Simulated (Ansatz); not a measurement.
## GaGeH2 (H-bridged), quartet: reading a ladder of total energies

Geometry: that of the GaGeH2 (H-bridged), doublet, kept fixed. The doublet lies 3.2 eV lower here.

```
atom   x (Å)    y (Å)    z (Å)
  Ge  0.0000  -0.0037   1.1629
  Ga  0.0000  -0.0229  -1.1765
   H  0.0000   1.4325   0.2695
   H  0.0000   0.4115  -2.6972
```

Basis cc-pVDZ; Ansatz 0.2.0. Correlated methods freeze the noble-gas cores and the filled d shells of p-block atoms, which leaves 9 electrons in 36 orbitals. R marks a restricted (for open shells ROHF) determinant, U an unrestricted one. No spin–orbit coupling is included, and no scalar relativity.

Full CI isn't at hand for all of this; UCCSDT(Q) serves as the reference, and is uncertain by about the last step of the cluster series.

Runs differ by some tens of microhartree through their thresholds and, for an open shell, their frozen cores, so steps under 0.03 kcal/mol mean nothing.

| level | total energy (hartree) |
| --- | --- |
| UHF | -3999.563966 |
| UMP2 | -3999.682689 |
| UCCSD | -3999.715355 |
| UCCSD(T) | -3999.720641 |
| UCCSDT | -3999.722069 |
| UCCSDT(Q) | -3999.722374 |

Task: What is the correlation energy at UCCSDT(Q), and what share of it do UMP2 and UCCSDT recover?

Result: E(corr) = -3999.722374 − (-3999.563966) = -0.158408 hartree = -4.311 eV. UMP2: -0.118723 / -0.158408 = 74.95 %. UCCSDT: -0.158103 / -0.158408 = 99.81 %.

Task: By how many kcal/mol does UCCSD(T) miss UCCSDT(Q) (1 hartree = 627.509 kcal/mol), and which steps make up the rest?

Result: -3999.720641 − (-3999.722374) = 0.001733 hartree = 1.09 kcal/mol. Steps: UCCSDT − UCCSD(T) = -0.90, UCCSDT(Q) − UCCSDT = -0.19 kcal/mol. Differences between like states or geometries often cancel part of this.
